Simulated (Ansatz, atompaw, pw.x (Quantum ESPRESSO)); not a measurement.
H (Z = 1) (bcc): variants of one PAW (atompaw) potential in the solid

- Element: H (Z = 1)
- Generator: atompaw 4.2.0.5
- Type: PAW
- Functional: PBEsol
- Relativity: scalar-relativistic
- Frozen core: none
- Valence charge: 1
- Reference configuration: 1s1
- Partial waves: 1s (bound): rc 1.35 bohr; 1s channel at 0.75 Ry: rc 1.35 bohr; 2p channel at 0.05 Ry: rc 1.00 bohr
- Local potential: bessel scheme, radius 1.00 bohr
- Core correction: none
- Augmentation charge: besselshape compensation charge, radius 1.20 bohr; PAW radius 1.35 bohr; waves and projectors: custom polynom2 7 10 vanderbiltortho

Crystal test: bcc H in pw.x 7.5, no spin, 18³ k-points, Fermi–Dirac smearing 0.01 Ry, cutoffs set for each file from its atomic test. The reference is all-electron LAPW (Ansatz 0.2.0) with the same functional, mesh and smearing; V0 and B0 come from Birch–Murnaghan fits to the pressures at five volumes. Errors are pseudo minus all-electron; Δ is the rms difference of the E(V) curves that follow from these fits, minima aligned, over ±6 % about the mean V0. Mesh and smearing are coarse, so the numbers serve the comparison and aren't converged zero-temperature values; the lattice is a test structure that the element need not adopt.

All-electron: a0 = 1.799 Å (V0 = 2.91 Å³/atom), B0 = 114.0 GPa.

2 further variants are left out: they gave no file fit for a test, a broken result, the same result as the base, or pressures whose basis-set error rivals the error shown.

```tsv
change	cutoffs (Ry)	pw.x	a0 (Å)	a0 error (%)	B0 error (%)	Δ (meV/atom)	mean pressure error (GPa)
base	40/400	converged	1.801	+0.09	+0.0	0.2	+0.28
local potential bessel scheme, radius 1.10 bohr	40/400	converged	1.802	+0.13	+0.0	0.3	+0.42
added wave 2p channel at 2.3 Ry: rc 1.25 bohr	40/400	converged	1.801	+0.09	+0.0	0.2	+0.29
```

(1) Give the row for: wave 2p channel at 0.05 Ry: rc 1.00 bohr becomes 2p channel at 1.61 Ry: rc 1.00 bohr.

Answers

(1) pw.x: converged; mean pressure error (GPa): +0.56; a0 (Å): 1.802; a0 error (%): +0.17; B0 error (%): -0.1; Δ (meV/atom): 0.4.
